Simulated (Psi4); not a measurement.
Psi4 input (wB97X-D/6-311+G**):

```
memory 1500 MB

molecule {
-1 1
C    -0.15695778    0.14380206   -0.00182283
O     0.16307591    1.35350479    0.03373055
O    -1.29844570   -0.37101053   -0.03666319
C     1.02325564   -0.88112702    0.00259799
H     1.99411815   -0.38119220   -0.01032534
H     0.95217891   -1.51222557    0.89410494
H     0.93887411   -1.54258662   -0.86496950
symmetry c1
no_reorient
no_com
}

set {
  basis 6-311+G**
  reference rks
  scf_type pk
  dft_radial_points 99
  dft_spherical_points 590
  e_convergence 1e-8
  d_convergence 1e-7
  maxiter 150
}

e = energy('wb97x-d')
print_out(f'\nFINAL {e:.10f} DIPOLE {variable("CURRENT DIPOLE")[0]:.6f} {variable("CURRENT DIPOLE")[1]:.6f} {variable("CURRENT DIPOLE")[2]:.6f}\n')
```

Problem. Predict the final energy.

Solution. -228.51960 Eh.
